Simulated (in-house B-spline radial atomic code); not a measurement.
# Functionals against ionisation energies along an isoelectronic series: O to Si⁶⁺

Ionisation energies as differences of self-consistent total energies from an all-electron radial atomic-structure program (B-spline basis): all electrons, radial basis limit, scalar-relativistic (one-electron X2C), spin-polarised at highest spin, spherical densities; exact exchange is averaged over the determinants of each configuration. No spin-orbit coupling, Breit or QED terms. NIST's values run from ground level to ground level, so in open shells the differences also hold multiplet and fine-structure energies that spherical high-spin averages miss. Columns give computed minus NIST, in eV; a star marks a semi-empirical value. Species are left out where the tabulated value is theory, is uncertain by more than 0.12 eV, or (13 ions, such as In⁴⁺, Te⁴⁺ and Bi⁴⁺) lies off its series for all methods alike, which flatters the means a little.

```csv
species,shell,NIST (eV),PBEsol,BLYP,r2SCAN,PBE0,TPSSh,BHandHLYP
O,2p,13.62,-0.08,+0.20,-0.73,-0.07,-0.31,-0.02
F⁺,2p,34.97,-0.22,+0.12,-0.92,-0.09,-0.39,+0.03
Ne²⁺,2p,63.42,?,?,?,?,?,?
Mg⁴⁺,2p,141.33 ± 0.03*,-0.80,-0.26,-1.66,-0.39,-0.82,-0.17
Al⁵⁺,2p,190.49 ± 0.05*,-0.89,-0.28,-1.80,-0.40,-0.86,-0.15
Si⁶⁺,2p,246.57 ± 0.05*,-1.04,-0.36,-2.00,-0.46,-0.96,-0.18
```

Question: What are the differences for Ne²⁺ ([He] 2s2 2p4)?

Answer: PBEsol -0.36; BLYP +0.05; r2SCAN -1.11; PBE0 -0.13; TPSSh -0.47; BHandHLYP +0.03 eV.

Question: How do the methods rank, and which species is hardest?

Answer: Mean absolute (signed) differences: BHandHLYP 0.10 (-0.07) eV; BLYP 0.21 (-0.09) eV; PBE0 0.26 (-0.26) eV; PBEsol 0.57 (-0.57) eV; TPSSh 0.64 (-0.64) eV; r2SCAN 1.37 (-1.37) eV. For Si⁶⁺, which loses a 2p electron, the nearest method is off by -0.18 eV, the largest such miss.
